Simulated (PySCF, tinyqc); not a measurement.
CISD on RHF in the sto-3g basis, frozen core, for BH, spin multiplicity 1, step by step. The lowest restricted solution is unstable here: a spin-polarised one lies 0.0054 hartree lower (PySCF). Computed by tinyqc, a small Python program that keeps every step (integrals from PySCF). Settings: charge = 0, multiplicity = 1, basis = sto-3g, method = RHF, frozen orbitals = 1, energy threshold = 1e-10, iteration cap = 61, orthogonalisation = symmetric, start = atomic densities, DIIS depth = 6, ci = CISD, davidson = 1. Command: `OMP_NUM_THREADS=1 python tinyqc.py 24015 24016 out.jsonl` (the two numbers bound the seeds that draw the settings). One thread of a shared host (Intel(R) Xeon(R) Processor @ 2.60GHz), about 0.1 s of CPU time with the checks. The early iterations of the SCF are left out here.

## One-electron integrals

Geometry (angstrom):
```
atom       x       y       z
B     0.0000  0.0000  0.0000
H     0.0000  0.0000  1.6280
```

Basis sto-3g: exponents (1/bohr^2) and contraction coefficients of normalised primitives:
```
element  l (shell)  exponent  coefficient
B            s (1)   48.7911       0.1543
B            s (1)    8.8874       0.5353
B            s (1)    2.4053       0.4446
B            s (2)    2.2370      -0.1000
B            s (2)    0.5198       0.3995
B            s (2)    0.1691       0.7001
B            p (3)    2.2370       0.1559
B            p (3)    0.5198       0.6077
B            p (3)    0.1691       0.3920
H            s (1)    3.4253       0.1543
H            s (1)    0.6239       0.5353
H            s (1)    0.1689       0.4446
```

Overlap, kinetic and nuclear-attraction integrals over the contracted functions; the nuclear repulsion is the sum of Za Zb / Rab.

nuclear repulsion = 1.625237 hartree

overlap S, lower triangle:
```
         1B 1s   1B 2s  1B 2px  1B 2py  1B 2pz   2H 1s
1B 1s   1.0000
1B 2s   0.2693  1.0000
1B 2px  0.0000  0.0000  1.0000
1B 2py  0.0000  0.0000  0.0000  1.0000
1B 2pz  0.0000  0.0000  0.0000  0.0000  1.0000
2H 1s   0.0250  0.2787  0.0000  0.0000  0.3271  1.0000
```

kinetic energy T (hartree), lower triangle:
```
          1B 1s   1B 2s  1B 2px  1B 2py  1B 2pz   2H 1s
1B 1s   10.8263
1B 2s   -0.0480  0.3592
1B 2px   0.0000  0.0000  1.1239
1B 2py   0.0000  0.0000  0.0000  1.1239
1B 2pz   0.0000  0.0000  0.0000  0.0000  1.1239
2H 1s   -0.0072  0.0150  0.0000  0.0000  0.0719  0.7600
```

nuclear attraction V (hartree), lower triangle:
```
           1B 1s    1B 2s   1B 2px   1B 2py   1B 2pz    2H 1s
1B 1s   -23.4724
1B 2s    -3.2269  -4.0948
1B 2px    0.0000   0.0000  -4.0437
1B 2py    0.0000   0.0000   0.0000  -4.0437
1B 2pz   -0.0099  -0.0981   0.0000   0.0000  -4.1057
2H 1s    -0.3016  -0.9049   0.0000   0.0000  -0.9959  -2.8481
```

core Hamiltonian H = T + V (hartree), lower triangle:
```
           1B 1s    1B 2s   1B 2px   1B 2py   1B 2pz    2H 1s
1B 1s   -12.6461
1B 2s    -3.2749  -3.7356
1B 2px    0.0000   0.0000  -2.9198
1B 2py    0.0000   0.0000   0.0000  -2.9198
1B 2pz   -0.0099  -0.0981   0.0000   0.0000  -2.9818
2H 1s    -0.3088  -0.8899   0.0000   0.0000  -0.9240  -2.0881
```

## Two-electron integrals

Functions are numbered as in S; the eight-fold symmetry (ij|kl) = (ji|kl) = (kl|ij) leaves the list below.

Two-electron integrals (ij|kl) in chemists' order, unique and non-zero (hartree):
```
(11|11) 2.9235   (21|11) 0.5184   (21|21) 0.1093   (22|11) 0.7442
(22|21) 0.1932   (22|22) 0.5448   (31|31) 0.0203   (32|31) 0.0300
(32|32) 0.1203   (33|11) 0.7425   (33|21) 0.1932   (33|22) 0.5447
(33|33) 0.5868   (41|41) 0.0203   (42|41) 0.0300   (42|42) 0.1203
(43|43) 0.0316   (44|11) 0.7425   (44|21) 0.1932   (44|22) 0.5447
(44|33) 0.5235   (44|44) 0.5868   (51|51) 0.0203   (52|51) 0.0300
(52|52) 0.1203   (53|53) 0.0316   (54|54) 0.0316   (55|11) 0.7425
(55|21) 0.1932   (55|22) 0.5447   (55|33) 0.5235   (55|44) 0.5235
(55|55) 0.5868   (61|11) 0.0479   (61|21) 0.0101   (61|22) 0.0179
(61|33) 0.0178   (61|44) 0.0178   (61|51) 0.0007   (61|52) 0.0013
(61|55) 0.0180   (61|61) 0.0010   (62|11) 0.1431   (62|21) 0.0379
(62|22) 0.1214   (62|33) 0.1178   (62|44) 0.1178   (62|51) 0.0041
(62|52) 0.0274   (62|55) 0.1287   (62|61) 0.0037   (62|62) 0.0418
(63|31) 0.0034   (63|32) 0.0167   (63|53) 0.0048   (63|63) 0.0039
(64|41) 0.0034   (64|42) 0.0167   (64|54) 0.0048   (64|64) 0.0039
(65|11) 0.1468   (65|21) 0.0393   (65|22) 0.1327   (65|33) 0.1260
(65|44) 0.1260   (65|51) 0.0069   (65|52) 0.0431   (65|55) 0.1460
(65|61) 0.0040   (65|62) 0.0530   (65|65) 0.0697   (66|11) 0.3242
(66|21) 0.0872   (66|22) 0.3173   (66|33) 0.3007   (66|44) 0.3007
(66|51) 0.0097   (66|52) 0.0892   (66|55) 0.3501   (66|61) 0.0086
(66|62) 0.1507   (66|65) 0.2056   (66|66) 0.7746
```

## Orthogonalisation

S = U s U^T; symmetric (Loewdin) form X = U s^(-1/2) U^T, so that X^T S X = 1.

eigenvalues of S: 0.5382  0.8030  1.0000  1.0000  1.1770  1.4819

X, lower triangle:
```
          1B 1s    1B 2s  1B 2px  1B 2py   1B 2pz   2H 1s
1B 1s    1.0295
1B 2s   -0.1463   1.0650
1B 2px   0.0000   0.0000  1.0000
1B 2py   0.0000   0.0000  0.0000  1.0000
1B 2pz  -0.0058   0.0411  0.0000  0.0000   1.0466
2H 1s    0.0196  -0.1632  0.0000  0.0000  -0.1860  1.0812
```

## Iteration 8 (converged): orbitals

converged F (hartree), lower triangle:
```
          1B 1s    1B 2s  1B 2px  1B 2py   1B 2pz    2H 1s
1B 1s   -7.3653
1B 2s   -2.1486  -1.0171
1B 2px   0.0000   0.0000  0.2559
1B 2py   0.0000   0.0000  0.0000  0.2559
1B 2pz  -0.0175   0.0010  0.0000  0.0000  -0.0133
2H 1s   -0.2079  -0.3124  0.0000  0.0000  -0.3137  -0.2089
```

Diagonalise F' = X^T F X, C = X C', fill 3 alpha and 3 beta electrons from the bottom; D = 2 C_occ C_occ^T. Each column has its largest component positive (the first on a tie).

F' = X^T F X (hartree), lower triangle:
```
         1        2       3       4        5        6
1  -7.1879
2  -1.1132  -0.5442
3   0.0000   0.0000  0.2559
4   0.0000   0.0000  0.0000  0.2559
5  -0.0365   0.0864  0.0000  0.0000   0.1040
6   0.0151  -0.2199  0.0000  0.0000  -0.3391  -0.0331
```

orbital energies (hartree): MO1 -7.3696, MO2 -0.4852, MO3 -0.2438, MO4 0.2559, MO5 0.2559, MO6 0.4375

coefficients C:
```
            MO1      MO2      MO3      MO4     MO5      MO6
1B 1s    0.9926  -0.2485  -0.1593   0.0000  0.0000  -0.0972
1B 2s    0.0268   0.8063   0.6030   0.0000  0.0000   0.4118
1B 2px   0.0000   0.0000   0.0000  -0.4364  0.8998   0.0000
1B 2py   0.0000   0.0000   0.0000   0.8998  0.4364   0.0000
1B 2pz   0.0036   0.1238  -0.5752   0.0000  0.0000   0.8862
2H 1s   -0.0043   0.4103  -0.5525   0.0000  0.0000  -0.8700
```

D after iteration 8, lower triangle:
```
          1B 1s    1B 2s  1B 2px  1B 2py  1B 2pz   2H 1s
1B 1s    2.1447
1B 2s   -0.5396   2.0288
1B 2px   0.0000   0.0000  0.0000
1B 2py   0.0000   0.0000  0.0000  0.0000
1B 2pz   0.1289  -0.4940  0.0000  0.0000  0.6925
2H 1s   -0.0364  -0.0049  0.0000  0.0000  0.7371  0.9471
```

Within a degenerate level the vectors are fixed only up to a rotation; this is one choice.

## Convergence

Stop when the energy changes by less than 1e-10 hartree and every element of the error matrix X^T (F D S - S D F) X is below 3e-06.

Course of the cycle:
```
iteration  E (hartree)     change  largest element of the error matrix
1           -24.556116          -                             2.81e-01
2           -24.658765  -1.03e-01                             2.02e-01
3           -24.692939  -3.42e-02                             5.28e-02
4           -24.696089  -3.15e-03                             4.15e-03
5           -24.696122  -3.26e-05                             3.78e-04
6           -24.696122  -2.00e-07                             1.32e-05
7           -24.696122  -3.59e-10                             8.16e-08
8           -24.696122     0.0000                             2.06e-11
```

PySCF RHF in the same basis = -24.696122 hartree

Converged in 8 iterations.

## Integrals over molecular orbitals

(pq|rs) = sum C_ip C_jq C_kr C_ls (ij|kl), one index at a time.

one-electron integrals over orbitals h = C^T H C (hartree), lower triangle:
```
          1        2        3        4        5        6
1  -12.6333
2    0.3060  -2.9327
3    0.1855  -0.2476  -2.6566
4    0.0000   0.0000   0.0000  -2.9198
5    0.0000   0.0000   0.0000   0.0000  -2.9198
6    0.1156  -0.4256   0.3713   0.0000   0.0000  -2.4729
```

Two-electron integrals over orbitals (pq|rs), unique and non-zero (hartree); the lowest 1 orbital is frozen and left out:
```
(22|22) 0.4848     (32|22) -0.0269    (32|32) 0.1155     (33|22) 0.4374
(33|32) 0.0242     (33|33) 0.4855     (42|42) 0.0795     (43|42) 0.0433
(43|43) 0.0427     (44|22) 0.4682     (44|32) 0.0746     (44|33) 0.4495
(44|44) 0.5868     (52|52) 0.0795     (53|52) 0.0433     (53|53) 0.0427
(54|54) 0.0316     (55|22) 0.4682     (55|32) 0.0746     (55|33) 0.4495
(55|44) 0.5235     (55|55) 0.5868     (62|22) 0.0473     (62|32) 0.0327
(62|33) -0.0134    (62|44) 0.0866     (62|55) 0.0866     (62|62) 0.1006
(63|22) 0.0006     (63|32) -0.1046    (63|33) -0.0335    (63|44) -0.0834
(63|55) -0.0834    (63|62) -0.0610    (63|63) 0.1259     (64|42) 0.0300
(64|43) 3.93e-04   (64|64) 0.0272     (65|52) 0.0300     (65|53) 3.93e-04
(65|65) 0.0272     (66|22) 0.4965     (66|32) -0.0594    (66|33) 0.4632
(66|44) 0.4471     (66|55) 0.4471     (66|62) 0.0160     (66|63) 0.0329
(66|66) 0.5510
```

## CISD: determinants and Hamiltonian

one-electron integrals dressed by the frozen orbital, h + 2 (pq|11) - (p1|1q) (hartree), lower triangle:
```
         2        3        4        5        6
2  -1.7294
3   0.0027  -1.4888
4   0.0000   0.0000  -1.4574
5   0.0000   0.0000   0.0000  -1.4574
6  -0.1250   0.0650   0.0000   0.0000  -1.2553
```

energy of the frozen orbital, 2 h_11 + (11|11) = -22.374076 hartree

Hartree-Fock energy = -24.696122 hartree

Slater-Condon rules over spin orbitals, with the nuclear repulsion and the energy of the frozen orbital added and E(HF) subtracted on the diagonal. Only determinants linked to the reference directly or through others are kept (one block of an abelian symmetry group), so some states are absent.

Occupation strings over the orbitals (2 doubly, a alpha, b beta, 0 empty; spin orbitals ordered 1a 1b 2a 2b ...): 222000 22a00b 2a200b 22b00a 2b200a 220200 2ab200 220020 2ab020 220002 2ab002 2ba200 202200 2ba020 202020 2ba002 202002

H - E(HF) between determinants (hartree), lower triangle:
```
         222000   22a00b   2a200b   22b00a   2b200a   220200   2ab200   220020
222000   0.0000
22a00b   0.0000   0.3440
2a200b   0.0000  -0.0016   0.5268
22b00a   0.0000  -0.1259   0.0610   0.3440
2b200a   0.0000   0.0610  -0.1006  -0.0016   0.5268
220200   0.0427   0.0004   0.0000  -0.0004   0.0000   0.3591
2ab200  -0.0433   0.0000  -0.0004   0.0300   0.0000   0.0818   0.5518
220020   0.0427   0.0004   0.0000  -0.0004   0.0000   0.0316   0.0000   0.3591
2ab020  -0.0433   0.0000  -0.0004   0.0300   0.0000   0.0000   0.0316   0.0818
220002   0.1259   0.0663   0.1046  -0.0663  -0.1046   0.0272   0.0000   0.0272
2ab002   0.0610  -0.1046  -0.0323   0.0294  -0.0327   0.0000   0.0272   0.0000
2ba200   0.0433   0.0300   0.0000   0.0000  -0.0004  -0.0818  -0.1155   0.0000
202200   0.0795   0.0000   0.0300   0.0000  -0.0300   0.1155   0.1328   0.0000
2ba020   0.0433   0.0300   0.0000   0.0000  -0.0004   0.0000   0.0000  -0.0818
202020   0.0795   0.0000   0.0300   0.0000  -0.0300   0.0000   0.0000   0.1155
2ba002  -0.0610   0.0294  -0.0327  -0.1046  -0.0323   0.0000   0.0000   0.0000
202002   0.1006  -0.0327  -0.0313   0.0327   0.0313   0.0000   0.0000   0.0000

         2ab020   220002   2ab002   2ba200  202200   2ba020  202020  2ba002
2ab020   0.5518
220002   0.0000   0.7983
2ab002   0.0272  -0.0820   0.8996
2ba200   0.0000   0.0000   0.0000   0.5518
202200   0.0000   0.0000   0.0000  -0.1328  0.8400
2ba020  -0.1155   0.0000   0.0000   0.0316  0.0000   0.5518
202020   0.1328   0.0000   0.0000   0.0000  0.0316  -0.1328  0.8400
2ba002   0.0000   0.0820  -0.1155   0.0272  0.0000   0.0272  0.0000  0.8996
202002   0.0000   0.1155  -0.0309   0.0000  0.0272   0.0000  0.0272  0.0309

        202002
202002  1.0965
```

## CISD: roots

Diagonalise (each vector has its largest component positive (the first on a tie)); all determinants have Ms = 0, so triplets appear too. The lowest singlet root is the correlation energy. The Davidson correction is (1 - c0^2) E_corr, c0 the coefficient of the reference.

lowest roots of this matrix, relative to E(HF) (hartree): -0.0727  0.1894  0.2827  0.3419  0.3733  0.4047  0.4193  0.4771

lowest vectors:
```
         root 1   root 2   root 3   root 4
222000   0.9518   0.0000   0.0000   0.0632
22a00b   0.0090   0.6774   0.0000   0.2023
2a200b   0.0276  -0.1491   0.0000   0.1667
22b00a  -0.0090   0.6774   0.0000  -0.2023
2b200a  -0.0276  -0.1491   0.0000  -0.1667
220200  -0.0848   0.0000   0.6792   0.6100
2ab200   0.0811  -0.0807  -0.1250  -0.0670
220020  -0.0848   0.0000  -0.6792   0.6100
2ab020   0.0811  -0.0807   0.1250  -0.0670
220002  -0.1447   0.0000   0.0000  -0.2381
2ab002  -0.0691   0.0767   0.0000   0.0141
2ba200  -0.0811  -0.0807   0.1250   0.0670
202200  -0.0924   0.0000  -0.0861  -0.1313
2ba020  -0.0811  -0.0807  -0.1250   0.0670
202020  -0.0924   0.0000   0.0861  -0.1313
2ba002   0.0691   0.0767   0.0000  -0.0141
202002  -0.0650   0.0000   0.0000   0.0700
```

<S^2> of these roots: 0.0000  2.0000  0.0000  0.0000  0.0000  2.0000  2.0000  2.0000

weight of the ground state by excitation level 0, 1, 2, ...: 0.9058  0.0017  0.0925

Davidson correction = -0.006842 hartree

## The lowest root by the Davidson method

Start from the reference; add the residual divided by (theta - H_ii), orthogonalised, at each step.

Davidson iterations:
```
iteration  subspace  lowest Ritz value (hartree)  residual norm
1                 1                            0       2.39e-01
2                 2                    -0.070387       4.07e-02
3                 3                    -0.072475       1.21e-02
4                 4                    -0.072651       2.83e-03
5                 5                    -0.072660       4.05e-04
6                 6                    -0.072660       9.01e-05
7                 7                    -0.072660       1.28e-05
8                 8                    -0.072660       6.91e-08
```
